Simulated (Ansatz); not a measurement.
# CH₃O radical (SMILES [CH2]O): functionals against CCSD(T) at one geometry

A test off equilibrium: a structure displaced at random from a GFN2-xTB minimum is computed at several levels, and each is set against CCSD(T).

Program: Ansatz 0.2.0, Gaussian basis. Level of theory: single points in def2-TZVPP. These are calculated values, not measurements.

Correlated methods freeze the cores. Orbitals are unrestricted.

### 1 The system as given

5 atoms, charge 0, spin multiplicity 2.

Atoms are counted from 1 here; the program's logs count them from 0.

Bond lengths: C1–O2 1.391 Å, C1–H3 1.022 Å, C1–H4 1.086 Å, O2–H5 1.047 Å. Angles: O2–C1–H3 112.6°, O2–C1–H4 118.4°, H3–C1–H4 128.9°, C1–O2–H5 108.7°.

Geometry (Å):

```
C    -0.35340   -0.32640   -0.08800
O     0.27960    0.88200    0.18650
H    -1.36470   -0.22450   -0.19520
H     0.26040   -1.21290   -0.21670
H     1.31340    0.71790    0.22320
```

### 2 CCSD(T)/def2-TZVPP

run/in.yaml

```yaml
crystal:
  periodic: [false, false, false]
  atoms:
    - {symbol: C, position_ang: [-0.353400, -0.326400, -0.088000]}
    - {symbol: O, position_ang: [0.279600, 0.882000, 0.186500]}
    - {symbol: H, position_ang: [-1.364700, -0.224500, -0.195200]}
    - {symbol: H, position_ang: [0.260400, -1.212900, -0.216700]}
    - {symbol: H, position_ang: [1.313400, 0.717900, 0.223200]}
basis:
  gaussian: {orbitals: def2-TZVPP}
magnetization: {spin_polarized: true, initial_magnetization: 1}
correlation: {method: ccsd_t}
scf: {omitted_lower_state_checks: [cluster_reference]}
output: {forces: true}
```

The command line of these runs was not kept.

### 3 PBE0-D4/def2-TZVPP

run/in.yaml: that of step 2 with these lines changed.

```diff
@@ -11,4 +11,3 @@
 magnetization: {spin_polarized: true, initial_magnetization: 1}
-correlation: {method: ccsd_t}
-scf: {omitted_lower_state_checks: [cluster_reference]}
-output: {forces: true}
+hamiltonian: {xc: pbe0, dispersion: d4}
+output: {forces: true, orbitals: {seedname: orbitals}}
```

### 4 wB97M-V/def2-TZVPP

run/in.yaml: that of step 3 with these lines changed.

```diff
@@ -11,3 +11,3 @@
 magnetization: {spin_polarized: true, initial_magnetization: 1}
-hamiltonian: {xc: pbe0, dispersion: d4}
-output: {forces: true, orbitals: {seedname: orbitals}}
+hamiltonian: {xc: {name: wB97M-V}}
+output: {forces: true}
```

### 5 r2SCAN-D4/def2-TZVPP

run/in.yaml: that of step 4 with these lines changed.

```diff
@@ -11,3 +11,3 @@
 magnetization: {spin_polarized: true, initial_magnetization: 1}
-hamiltonian: {xc: {name: wB97M-V}}
+hamiltonian: {xc: r2scan, dispersion: d4}
 output: {forces: true}
```

### 6 PBE-D4/def2-TZVPP

run/in.yaml: that of step 5 with these lines changed.

```diff
@@ -11,3 +11,3 @@
 magnetization: {spin_polarized: true, initial_magnetization: 1}
-hamiltonian: {xc: r2scan, dispersion: d4}
+hamiltonian: {xc: pbe, dispersion: d4}
 output: {forces: true}
```

### 7 CAM-B3LYP-D4/def2-TZVPP

run/in.yaml: that of step 6 with these lines changed.

```diff
@@ -11,3 +11,3 @@
 magnetization: {spin_polarized: true, initial_magnetization: 1}
-hamiltonian: {xc: pbe, dispersion: d4}
+hamiltonian: {xc: {name: CAM-B3LYP}, dispersion: d4}
 output: {forces: true}
```

### 8 BLYP-D4/def2-TZVPP

run/in.yaml: that of step 7 with these lines changed.

```diff
@@ -11,3 +11,3 @@
 magnetization: {spin_polarized: true, initial_magnetization: 1}
-hamiltonian: {xc: {name: CAM-B3LYP}, dispersion: d4}
+hamiltonian: {xc: {name: BLYP}, dispersion: d4}
 output: {forces: true}
```

(Steps that only read results are left out.)

**Question.** What will these runs give? Wanted: energy less free atoms, CCSD(T)/def2-TZVPP; RMS force component; RMS force error; HOMO and LUMO, PBE0-D4; T1 diagnostic.

**Answer**, as computed:

| quantity | value |
| --- | --- |
| energy less free atoms, CCSD(T)/def2-TZVPP | -17.030 eV |
| RMS force component | 1.400 to 1.643 eV/Å over the methods |
| RMS force error | PBE0-D4 0.192, wB97M-V 0.120, r2SCAN-D4 0.051, PBE-D4 0.211, CAM-B3LYP-D4 0.171, BLYP-D4 0.238 eV/Å |
| HOMO and LUMO, PBE0-D4 | -5.14 and -0.45 eV |
| T1 diagnostic | 0.017 |

What this shows: Against CCSD(T) the functionals' energies less atoms differ by -1.054 to -0.519 eV, PBE-D4 by -1.054 eV. CCSD(T) in triple zeta still lacks some correlation energy of the bonds, so part of these gaps is its own basis error and they don't rank the functionals. On forces the order runs from r2SCAN-D4 to BLYP-D4. Frozen-core CCSD(T) forces in triple zeta carry basis errors of their own, and this is one geometry, so small gaps rank nothing.
